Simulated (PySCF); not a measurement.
# Si₂PH₇: electronic excitations and core binding energies

Aim: predict the electronic excitations and core binding energies of Si₂PH₇ (`[SiH3][SiH2]P`).

Computed with PySCF 2.14.0, with density-fitted response routines of our own, on a single molecule in the gas phase. Atoms are numbered from 0 throughout.

## 1. The starting structure

10 atoms, charge 0, multiplicity 1; geometry from: GFN2-xTB.

Bonds of the start (Å): Si0–Si1 2.32, Si1–P2 2.24, Si0–H3 1.46, Si0–H4 1.46, Si0–H5 1.47, Si1–H6 1.47, Si1–H7 1.47, P2–H8 1.38, P2–H9 1.38.

## 2. Excited states and response: CAM-B3LYP/def2-SVPD

Job settings and geometry (Å):

```
{"job": {"kind": "uv", "xc": "CAM-B3LYP", "basis": "def2-SVPD", "nstates": 8, "ntriplets": 3}, "charge": 0, "multiplicity": 1}
Si    -1.696778    -0.327444     0.130941
Si     0.327032     0.758044    -0.198066
P      1.989862    -0.419881     0.743192
H     -2.795586     0.487611    -0.388385
H     -1.980116    -0.591204     1.542849
H     -1.761151    -1.618534    -0.561013
H      0.422610     2.073035     0.450235
H      0.633609     1.007656    -1.616695
H      1.871189    -1.501300    -0.108159
H      2.998213     0.136673    -0.017426
```

Method: TDDFT CAM-B3LYP/def2-SVPD, vertical, gas phase, core orbitals frozen in the response.

The log of the run:

```text
coarse grid: 9216 points
cycle   1  E = -924.1298981432  dE = -1.854e-01  |g| = 1.650e-01  |ddm| = 3.246e+00
cycle   2  E = -924.1393819297  dE = -9.484e-03  |g| = 8.610e-02  |ddm| = 4.612e-01
cycle   3  E = -924.1421263252  dE = -2.744e-03  |g| = 2.049e-02  |ddm| = 2.018e-01
cycle   4  E = -924.1423150157  dE = -1.887e-04  |g| = 3.563e-03  |ddm| = 5.766e-02
cycle   5  E = -924.1423207810  dE = -5.765e-06  |g| = 5.729e-04  |ddm| = 9.370e-03
final grid: 73384 points
cycle   6  E = -924.2528888536  dE = -3.064e-06  |g| = 5.442e-04  |ddm| = 1.706e-02
cycle   7  E = -924.2528889464  dE = -9.283e-08  |g| = 2.867e-04  |ddm| = 2.750e-03
cycle   8  E = -924.2528889739  dE = -2.747e-08  |g| = 4.047e-05  |ddm| = 6.745e-04
cycle   9  E = -924.2528889746  dE = -7.358e-10  |g| = 1.314e-05  |ddm| = 1.609e-04
converged SCF energy = -924.2528889746

Static polarisability (au): isotropic 86.006, principal 72.082 81.643 104.291

Singlet excitations
state   eV       nm        f      main configurations
  1   6.2541    198.2   0.03759   H->L 0.74, H->L+2 0.14
  2   6.5776    188.5   0.02301   H->L+2 0.39, H->L 0.21, H->L+4 0.20
  3   6.8232    181.7   0.16875   H->L+1 0.73, H->L+3 0.09
  4   6.9568    178.2   0.00759   H->L+4 0.44, H->L+3 0.32, H->L+2 0.08
  5   7.2915    170.0   0.01146   H->L+3 0.34, H->L+2 0.17, H->L+4 0.16
  6   7.3814    168.0   0.08528   H-1->L 0.66, H-1->L+1 0.13
  7   7.5563    164.1   0.02634   H-1->L+3 0.39, H-1->L+1 0.24, H-1->L+2 0.16
  8   7.7826    159.3   0.03915   H-1->L+1 0.48, H-1->L+3 0.16, H-1->L+2 0.12

Triplet excitations (Tamm-Dancoff, eV): 5.6188 5.6729 6.1105
```

Wall time 9.2 s (1 thread, shared host).

Frontier orbitals and where they lie:

| orbital | eV | atoms |
| --- | --- | --- |
| HOMO−3 | -11.18 | Si0 31 %, H4 24 %, Si1 13 % |
| HOMO−2 | -10.63 | Si1 29 %, H6 22 %, P2 20 % |
| HOMO−1 | -9.82 | Si1 30 %, Si0 29 %, P2 14 % |
| HOMO | -8.70 | P2 65 %, Si1 15 %, H8 7 % |
| LUMO | 0.76 | Si1 26 %, Si0 20 %, P2 18 % |
| LUMO+1 | 0.94 | Si1 29 %, Si0 22 %, P2 19 % |
| LUMO+2 | 1.05 | Si0 32 %, Si1 18 %, P2 12 % |

With each of the 8 states as a Gaussian band of 0.4 eV half-width at 1/e, the curve within the window shown has maxima at 181 nm (ε 8,600) L/(mol cm). Beyond the last state computed it falls off for lack of states. The curve at chosen wavelengths:

(nm, ε (L/mol/cm)): (153, 1262), (156, 2417), (158, 3327), (161, 4676), (163, 5427), (166, 6194), (169, 6632), (171, 6905), (174, 7487), (176, 7963), (179, 8528), (182, 8540), (184, 8150), (187, 7090), (189, 6217), (192, 4912), (195, 3785), (197, 3161), (200, 2391), (202, 1965), (205, 1425), (208, 990), (210, 754), (213, 479), (215, 342), (218, 198)

Further results of this job:

| property | computed |
| --- | --- |
| dipole moment (D) | 0.74 |
| polarisability (Å³) | 12.74 |
| HOMO–LUMO gap (eV) | 9.46 |
| −ε(HOMO) (eV) | 8.70 |

## 3. X-ray photoelectron lines: SCAN, X2C

Same as in step 2 but for these lines:

```diff
@@ -1,2 +1,2 @@
-{"job": {"kind": "uv", "xc": "CAM-B3LYP", "basis": "def2-SVPD", "nstates": 8, "ntriplets": 3}, "charge": 0, "multiplicity": 1}
+{"job": {"kind": "xps"}, "charge": 0, "multiplicity": 1}
 Si    -1.696778    -0.327444     0.130941
```

Method: delta-SCF UKS SCAN, pcX-2 on the ionised atom, pcseg-1 elsewhere, spin-free X2C.

The log of the run:

```text
ground state, core basis on atom 0 (Si), 131 functions
  cycle   1  E = -926.43966254  |g| = 1.93e-01
  cycle   2  E = -926.44007530  |g| = 1.83e-01
  cycle   3  E = -926.45230848  |g| = 3.68e-02
  cycle   4  E = -926.45287034  |g| = 1.01e-02
  cycle   5  E = -926.45291285  |g| = 2.06e-03
  cycle   6  E = -926.45291244  |g| = 6.76e-04
  cycle   7  E = -926.45291242  |g| = 1.45e-04
  E(ground) = -926.49450643 Eh
hole in Si 1s of atom 0
  cycle   1  E = -857.52881980  |g| = 4.35e+00
  cycle   2  E = -856.37822322  |g| = 2.39e+00
  cycle   3  E = -851.21901483  |g| = 2.10e+00
  cycle   4  E = -858.49836698  |g| = 3.37e-01
  cycle   5  E = -858.56417876  |g| = 2.12e-01
  cycle   6  E = -858.59499815  |g| = 4.33e-02
  cycle   7  E = -858.59644529  |g| = 1.46e-02
  cycle   8  E = -858.59661802  |g| = 3.31e-03
  cycle   9  E = -858.59662476  |g| = 1.37e-03
  cycle  10  E = -858.59662601  |g| = 3.74e-04
  E(ion) = -858.64575248 Eh   <S^2> = 0.7523   hole on atom = 1.000   binding energy = 1846.259 eV
hole in Si 2p of atom 0
  cycle   1  E = -922.18512733  |g| = 1.23e+00
  cycle   2  E = -921.59579261  |g| = 1.31e+00
  cycle   3  E = -922.40624756  |g| = 3.48e-01
  cycle   4  E = -922.50816802  |g| = 1.10e-01
  cycle   5  E = -922.51522224  |g| = 4.37e-02
  cycle   6  E = -922.51671560  |g| = 1.04e-02
  cycle   7  E = -922.51680118  |g| = 3.38e-03
  cycle   8  E = -922.51680957  |g| = 9.08e-04
  cycle   9  E = -922.51680892  |g| = 3.09e-04
  E(ion) = -922.56910552 Eh   <S^2> = 0.7526   hole on atom = 1.002   binding energy = 106.816 eV
  2p3/2 = 106.614 eV   2p1/2 = 107.236 eV
ground state, core basis on atom 1 (Si), 131 functions
  cycle   1  E = -926.45345967  |g| = 2.86e-01
  cycle   2  E = -926.45355234  |g| = 3.04e-02
  cycle   3  E = -926.45354998  |g| = 2.25e-02
  cycle   4  E = -926.45367440  |g| = 5.27e-03
  cycle   5  E = -926.45368489  |g| = 6.86e-04
  cycle   6  E = -926.45368541  |g| = 1.25e-04
  E(ground) = -926.49501322 Eh
hole in Si 1s of atom 1
  cycle   1  E = -857.52318393  |g| = 4.35e+00
  cycle   2  E = -857.43820943  |g| = 2.20e+00
  cycle   3  E = -858.00430114  |g| = 8.78e-01
  cycle   4  E = -858.51315838  |g| = 3.32e-01
  cycle   5  E = -858.59757700  |g| = 6.43e-02
  cycle   6  E = -858.59981801  |g| = 3.24e-02
  cycle   7  E = -858.60064780  |g| = 8.55e-03
  cycle   8  E = -858.60069583  |g| = 2.35e-03
  cycle   9  E = -858.60069961  |g| = 3.28e-04
  E(ion) = -858.64997176 Eh   <S^2> = 0.7525   hole on atom = 1.000   binding energy = 1846.158 eV
hole in Si 2p of atom 1
  cycle   1  E = -922.18014261  |g| = 1.24e+00
  cycle   2  E = -921.86787165  |g| = 1.21e+00
  cycle   3  E = -922.44196302  |g| = 3.07e-01
  cycle   4  E = -922.51263859  |g| = 9.92e-02
  cycle   5  E = -922.52010075  |g| = 2.57e-02
  cycle   6  E = -922.52060896  |g| = 7.19e-03
  cycle   7  E = -922.52064390  |g| = 2.29e-03
  cycle   8  E = -922.52064658  |g| = 4.43e-04
  E(ion) = -922.57382178 Eh   <S^2> = 0.7531   hole on atom = 1.002   binding energy = 106.701 eV
  2p3/2 = 106.483 eV   2p1/2 = 107.106 eV
ground state, core basis on atom 2 (P), 131 functions
  cycle   1  E = -926.47431641  |g| = 3.40e-01
  cycle   2  E = -926.47415766  |g| = 4.07e-02
  cycle   3  E = -926.47374879  |g| = 5.41e-02
  cycle   4  E = -926.47477289  |g| = 3.24e-03
  cycle   5  E = -926.47477564  |g| = 8.51e-04
  cycle   6  E = -926.47477647  |g| = 1.51e-04
  E(ground) = -926.52847159 Eh
hole in P 1s of atom 2
  cycle   1  E = -846.32418270  |g| = 4.72e+00
  cycle   2  E = -846.18896918  |g| = 2.25e+00
  cycle   3  E = -846.74165870  |g| = 9.91e-01
  cycle   4  E = -847.41641395  |g| = 3.03e-01
  cycle   5  E = -847.47129437  |g| = 8.37e-02
  cycle   6  E = -847.47598768  |g| = 3.36e-02
  cycle   7  E = -847.47676254  |g| = 8.21e-03
  cycle   8  E = -847.47680141  |g| = 3.71e-03
  cycle   9  E = -847.47681206  |g| = 6.23e-04
  cycle  10  E = -847.47681105  |g| = 2.79e-04
  E(ion) = -847.53065825 Eh   <S^2> = 0.7519   hole on atom = 1.000   binding energy = 2149.640 eV
hole in P 2p of atom 2
  cycle   1  E = -921.05997261  |g| = 1.38e+00
  cycle   2  E = -920.91542779  |g| = 1.19e+00
  cycle   3  E = -921.40600121  |g| = 2.48e-01
  cycle   4  E = -921.44777257  |g| = 8.56e-02
  cycle   5  E = -921.45263699  |g| = 2.07e-02
  cycle   6  E = -921.45289734  |g| = 8.23e-03
  cycle   7  E = -921.45293998  |g| = 2.29e-03
  cycle   8  E = -921.45294420  |g| = 8.35e-04
  cycle   9  E = -921.45294742  |g| = 3.89e-04
  E(ion) = -921.51629163 Eh   <S^2> = 0.7532   hole on atom = 1.002   binding energy = 136.388 eV
  2p3/2 = 136.157 eV   2p1/2 = 137.048 eV
```

It took 23 s on 1 thread, shared host.

Binding energies by hole, beside the orbital energy of the ground state; the difference holds orbital relaxation and, for a density functional, its self-interaction error:

| hole | stands for | environment | ΔSCF (eV; 2p as the shell's mean) | −ε (eV) | ⟨S²⟩ |
| --- | --- | --- | --- | --- | --- |
| Si1s on Si0 | Si0 | silicon bonded to Si, 3 H | 1846.26 | 1793.3 | 0.752 |
| Si2p on Si0 | Si0 | silicon bonded to Si, 3 H | 106.82 | 96.2 | 0.753 |
| Si1s on Si1 | Si1 | silicon bonded to P, Si, 2 H | 1846.16 | 1793.5 | 0.753 |
| Si2p on Si1 | Si1 | silicon bonded to P, Si, 2 H | 106.69 | 96.3 | 0.753 |
| P1s on P2 | P2 | phosphorus bonded to Si, 2 H | 2149.64 | 2092.5 | 0.752 |
| P2p on P2 | P2 | phosphorus bonded to Si, 2 H | 136.45 | 125.5 | 0.753 |

With the spin-orbit splitting: Si0 2p3/2 106.61, 2p1/2 107.24 eV; Si1 2p3/2 106.48, 2p1/2 107.11 eV; P2 2p3/2 136.16, 2p1/2 137.05 eV. The table gives each 2p level as the mean over the whole 2p shell (two parts 2p3/2, one part 2p1/2), which differs a little from the single hole in the log.

## 4. Summary of results

```
                                quantity                        value
    lowest singlet (CAM-B3LYP/def2-SVPD)  6.25 eV (198 nm), f = 0.038
brightest single state of those computed  state 3, 6.82 eV, f = 0.169
                          lowest triplet                      5.62 eV
       Si1s binding energies, SCAN/pcX-2  Si0 1846.26, Si1 1846.16 eV
       Si2p binding energies, SCAN/pcX-2    Si0 106.82, Si1 106.69 eV
        P1s binding energies, SCAN/pcX-2                P2 2149.64 eV
        P2p binding energies, SCAN/pcX-2                 P2 136.45 eV
```

In words: The lowest singlet, at 6.25 eV, is HOMO→LUMO 0.74, HOMO→LUMO+2 0.14 and is weak; of the 8 states computed, the strongest absorption comes from state 3 at 6.82 eV. The lowest triplet lies 0.64 eV below the lowest singlet (triplets in Tamm-Dancoff, singlets in full TDDFT). Si0 (silicon bonded to Si, 3 H) binds its Si1s electron 0.10 eV more tightly than Si1 (silicon bonded to P, Si, 2 H). The Si2p levels kept as sound span 0.13 eV, from Si1 (silicon bonded to P, Si, 2 H) up to Si0 (silicon bonded to Si, 3 H).
